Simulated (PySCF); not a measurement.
# The bond of SiH, level by level

One job finds the state of SiH, follows it along the bond with each method and fits the curves.

Computed with PySCF 2.14.0. Level: Si STO-3G, H STO-3G, no relativity.

## 1. Set-up

Settings of the job:

```
atoms                         : Si, H
charge                        : 0
basis                         : Si STO-3G, H STO-3G
Hamiltonian                   : no relativity
basis functions               : 10
electrons treated             : 15
masses in u                   : 27.9769, 1.0078
levels                        : PBE0, PBE, r²SCAN, r²SCANh, MN15, PW91, LC-ωPBE, HF, MP2, SCS-MP2, CCSD, CCSD(T)
grid                          : 80 radial by 434 angular points
occupations                   : held fixed by the projection of orbital angular momentum
dissociation limit            : Si + H, each in its ground configuration
starting distance in angstrom : 1.435
values of 2S to try           : 1, 3
```

Started as:

```bash
$ OMP_NUM_THREADS=1 python dia.py task.json out
```

The runs that follow: The PBE0 curve of the state that the search chose; Excited determinants; PBE (GGA); r²SCAN (meta-GGA); r²SCANh (hybrid meta-GGA); MN15 (hybrid meta-GGA); PW91 (GGA); LC-ωPBE (range-separated hybrid); UHF (mean field); MP2 and coupled cluster.

**Question.** What will these runs give? Wanted: for each run, Re; ωe; De; μ.

As calculated:

Lowest PBE0 solution found, without spin–orbit coupling: ²Π (doublet), unpaired electrons π ↑. State 2 has its PBE0 minimum 2.29 eV higher. The other levels ran on the lowest alone.

```
      level  Re (Å)  ωe (cm⁻¹)  De (eV)  μ (D)
        UHF   1.470       2662     3.42  -0.02
    UHF-MP2   1.488       2540     3.77    n/a
UHF-SCS-MP2   1.492       2514     3.84    n/a
   UHF-CCSD   1.503       2424     3.96    n/a
UHF-CCSD(T)   1.503       2424     3.96    n/a
        PBE   1.519       2348     4.63  -0.13
       PW91   1.517       2348     4.64  -0.14
     r²SCAN   1.507       2404     4.53  -0.12
    r²SCANh   1.502       2437     4.49  -0.10
       PBE0   1.501       2455     4.49  -0.06
       MN15   1.488       2496     4.74  -0.06
    LC-ωPBE   1.489       2538     4.40   0.03
```

De is counted to Si + H in their ground configurations. A positive dipole means Si(−)H(+).

Differences from CCSD(T) in the same basis:

```
      level  Re (mÅ)  ωe (%)
        UHF      -33    +9.8
    UHF-MP2      -15    +4.8
UHF-SCS-MP2      -12    +3.7
   UHF-CCSD        0     0.0
        PBE      +15    -3.2
       PW91      +14    -3.1
     r²SCAN       +4    -0.8
    r²SCANh       -2    +0.6
       PBE0       -2    +1.3
       MN15      -15    +3.0
    LC-ωPBE      -14    +4.7
```

What this shows: Against CCSD(T) in the same basis, the bond length is nearest at UHF-CCSD (0 mÅ) and farthest at UHF (-33 mÅ); the wavenumber is nearest at UHF-CCSD (0.0 %) and farthest at UHF (+9.8 %). Hartree–Fock makes the bond too short and too stiff against this reference, as it mostly does. PBE gives a bond that is too long and too soft, as GGAs tend to. CCSD(T) in a basis this small is itself some way from its limit, more so than the functionals. Among the levels with a De in the table, it runs from 3.42 eV (UHF) to 4.74 eV (MN15).

Correlated steps freeze 5 core orbitals. The basis is very small, so these numbers show the basis as much as the molecule.
